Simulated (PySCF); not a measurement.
# C$_{3}$H$_{7}$Cl: calculation and literature

Atom-mapped SMILES (the numbers label the heavy atoms): `[CH3:1][CH2:2][CH2:3][Cl:4]`. Hydrogens are named by the atom that carries them.

Theoretical values (PySCF): NMR shieldings at PBE0/pcSseg-1/GIAO, coordinates at the GFN2-xTB level. Relativity neglected, one averaged value for each set of equivalent atoms, no solvent model, one computed conformer.

Reference values: measured (solution, not stated per compound (mostly CDCl3 or CCl4); Pretsch, Buehlmann, Badertscher, Structure Determination of Organic Compounds, 4th ed. (2009)).
```json
{"atoms": "C3", "quantity": "δ ¹³C", "reference": "46.8", "computed": "51.9", "computed, scaled": "42.8"}
{"atoms": "C2", "quantity": "δ ¹³C", "reference": "26.3", "computed": "32.2", "computed, scaled": "29.2"}
{"atoms": "C1", "quantity": "δ ¹³C", "reference": "11.6", "computed": "14.2", "computed, scaled": "11.7"}
{"atoms": "H(C3)", "quantity": "δ ¹H", "reference": "3.47", "computed": "3.38", "computed, scaled": "3.28"}
{"atoms": "H(C2)", "quantity": "δ ¹H", "reference": "1.81", "computed": "1.74", "computed, scaled": "1.73"}
{"atoms": "H(C1)", "quantity": "δ ¹H", "reference": "1.06", "computed": "0.98", "computed, scaled": "1.01"}
```

Computed shifts are σ(ref) − σ with the named reference compound (TMS for H and C) calculated as an isolated molecule at the same level. The measured values may be among those fitted. Empirical linear scaling, fitted to shifts measured mostly in CDCl3 for H and C (δ vs TMS): ¹³C (scatter 2.1 ppm rms, 2.3 ppm with the 13 outliers that the fit left out, with a fitted term for attached Cl); ¹H (scatter 0.17 ppm rms, 0.18 ppm with the 4 outliers that the fit left out). A few per cent of atoms miss by over 2 rms, more outside the fitted compound classes.

**Question.** How far are the unscaled ¹³C shifts from the references?

**Answer.** Mean signed difference +4.53 ppm, mean absolute 4.53 ppm over 3 comparisons; the largest is +5.9 ppm at C2 (sp3 CH2).

**Question.** How far are the unscaled ¹H shifts from the references?

**Answer.** Mean signed difference -0.08 ppm, mean absolute 0.08 ppm over 3 comparisons; the largest is -0.09 ppm at H(C3) (hydrogen on an sp3 CH2 bonded to Cl).

Carbons that carry Cl, above all several Cl atoms, come out too deshielded, partly because spin–orbit coupling is missing.
